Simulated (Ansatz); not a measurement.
# CH₅NSi (SMILES C=[SiH]N): single points off equilibrium

How do the functionals fare away from a minimum? The structure is a structure displaced at random from a GFN2-xTB minimum.

The runs use Ansatz 0.2.0, Gaussian basis; single points in def2-TZVPP.

Cores are frozen in the correlated methods.

## Step 1: The starting structure

SMILES `C=[SiH]N`, 8 atoms, charge 0, spin multiplicity 1.

Atoms are counted from 1 here; the program's logs count them from 0.

Bond lengths: C1–Si2 1.733 Å, C1–H4 1.078 Å, C1–H5 1.096 Å, Si2–N3 1.723 Å, Si2–H6 1.440 Å, N3–H7 0.981 Å, N3–H8 1.015 Å. Angles: Si2–C1–H4 121.6°, Si2–C1–H5 121.8°, H4–C1–H5 116.6°, C1–Si2–N3 124.7°, C1–Si2–H6 131.5°, N3–Si2–H6 103.8°, Si2–N3–H7 125.7°, Si2–N3–H8 122.2°, H7–N3–H8 112.1°.

Coordinates:

```mol
CH5NSi
  3D, bonds by distance, orders not assigned

  8  7  0  0  0  0  0  0  0  0999 V2000
   -1.0845    0.7624   -0.8756 C   0  0
    0.2905    0.4622    0.1364 Si  0  0
    0.7700   -1.0926    0.7044 N   0  0
   -1.7187   -0.0382   -1.2192 H   0  0
   -1.3442    1.7728   -1.2126 H   0  0
    1.2668    1.3532    0.7070 H   0  0
    1.5460   -1.2789    1.2753 H   0  0
    0.2466   -1.9337    0.4838 H   0  0
  1  2  8  0
  1  4  8  0
  1  5  8  0
  2  3  8  0
  2  6  8  0
  3  7  8  0
  3  8  8  0
M  END
```

## Step 2: CCSD(T)/def2-TZVPP

File run/in.yaml:

```yaml
crystal:
  periodic: [false, false, false]
  atoms:
    - {symbol: C, position_ang: [-1.084500, 0.762400, -0.875600]}
    - {symbol: Si, position_ang: [0.290500, 0.462200, 0.136400]}
    - {symbol: N, position_ang: [0.770000, -1.092600, 0.704400]}
    - {symbol: H, position_ang: [-1.718700, -0.038200, -1.219200]}
    - {symbol: H, position_ang: [-1.344200, 1.772800, -1.212600]}
    - {symbol: H, position_ang: [1.266800, 1.353200, 0.707000]}
    - {symbol: H, position_ang: [1.546000, -1.278900, 1.275300]}
    - {symbol: H, position_ang: [0.246600, -1.933700, 0.483800]}
basis:
  gaussian: {orbitals: def2-TZVPP}
correlation: {method: ccsd_t}
output: {forces: true}
```

No record of the launch command was kept for these runs.

## Step 3: PBE0-D4/def2-TZVPP

Edit run/in.yaml of step 2 so:

```diff
@@ -13,3 +13,3 @@
   gaussian: {orbitals: def2-TZVPP}
-correlation: {method: ccsd_t}
-output: {forces: true}
+hamiltonian: {xc: pbe0, dispersion: d4}
+output: {forces: true, orbitals: {seedname: orbitals}}
```

## Step 4: wB97M-V/def2-TZVPP

Edit run/in.yaml of step 3 so:

```diff
@@ -13,3 +13,3 @@
   gaussian: {orbitals: def2-TZVPP}
-hamiltonian: {xc: pbe0, dispersion: d4}
-output: {forces: true, orbitals: {seedname: orbitals}}
+hamiltonian: {xc: {name: wB97M-V}}
+output: {forces: true}
```

## Step 5: r2SCAN-D4/def2-TZVPP

Edit run/in.yaml of step 4 so:

```diff
@@ -13,3 +13,3 @@
   gaussian: {orbitals: def2-TZVPP}
-hamiltonian: {xc: {name: wB97M-V}}
+hamiltonian: {xc: r2scan, dispersion: d4}
 output: {forces: true}
```

## Step 6: PBE-D4/def2-TZVPP

Edit run/in.yaml of step 5 so:

```diff
@@ -13,3 +13,3 @@
   gaussian: {orbitals: def2-TZVPP}
-hamiltonian: {xc: r2scan, dispersion: d4}
+hamiltonian: {xc: pbe, dispersion: d4}
 output: {forces: true}
```

## Step 7: CAM-B3LYP-D4/def2-TZVPP

Edit run/in.yaml of step 6 so:

```diff
@@ -13,3 +13,3 @@
   gaussian: {orbitals: def2-TZVPP}
-hamiltonian: {xc: pbe, dispersion: d4}
+hamiltonian: {xc: {name: CAM-B3LYP}, dispersion: d4}
 output: {forces: true}
```

## Step 8: B97M-V/def2-TZVPP

Edit run/in.yaml of step 7 so:

```diff
@@ -13,3 +13,3 @@
   gaussian: {orbitals: def2-TZVPP}
-hamiltonian: {xc: {name: CAM-B3LYP}, dispersion: d4}
+hamiltonian: {xc: {name: B97M-V}}
 output: {forces: true}
```

(Steps that only read results are left out.)

**Question.** What will these runs give? Wanted: energy less free atoms, CCSD(T)/def2-TZVPP; RMS force component; RMS force error; HOMO and LUMO, PBE0-D4; T1 diagnostic.

**Answer**, as computed:

| quantity | value |
| --- | --- |
| energy less free atoms, CCSD(T)/def2-TZVPP | -2660.8 kJ/mol |
| RMS force component | 0.608 to 0.700 eV/Å over the methods |
| RMS force error | PBE0-D4 0.117, wB97M-V 0.146, r2SCAN-D4 0.084, PBE-D4 0.144, CAM-B3LYP-D4 0.166, B97M-V 0.139 eV/Å |
| HOMO and LUMO, PBE0-D4 | -5.68 and -0.15 eV |
| T1 diagnostic | 0.013 |

In words: Against CCSD(T) the functionals' energies less atoms differ by -126.4 to -73.1 kJ/mol, PBE-D4 by -126.4 kJ/mol. CCSD(T) in triple zeta still lacks some correlation energy of the bonds, so part of these gaps is its own basis error and they don't rank the functionals. For forces r2SCAN-D4 does best and CAM-B3LYP-D4 worst. Frozen-core CCSD(T) forces in triple zeta carry basis errors of their own, and this is one geometry, so small gaps rank nothing.
